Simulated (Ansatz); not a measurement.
Results of PBEsol-D3(BJ) in Ansatz (PAW) for fluorite CdF₂.

Settings: plane-wave cutoff 520 eV, 12×12×12 k mesh, Fermi–Dirac smearing 0.01 eV, scalar-relativistic PAW data made under PBE.

The cell is scaled about its equilibrium volume:

```
V (Å³/atom)  P (GPa)  direct gap at Γ (eV)  smallest gap on the k mesh (eV)
-----------  -------  --------------------  -------------------------------
12.034          8.13                 3.589                            3.213
12.290          5.10                 3.548                            3.140
12.546          2.39                 3.506                            3.068
12.802         -0.01                 3.464                            2.998
13.058         -2.15                 3.422                            2.929
13.314         -4.05                 3.380                            2.863
13.570         -5.74                 3.337                            2.798
```

The fundamental gap (3.00 eV at the equilibrium volume, with added k points) lies elsewhere than Γ–Γ.

Measured, for comparison: band gap 7.8 eV (temperature not stated, no zero-point or thermal correction, indirect W–Γ; as tabulated in Cappellini et al. (2013), arXiv:1302.2571).

Spin–orbit coupling is not included.

Ansatz is an electronic-structure program.
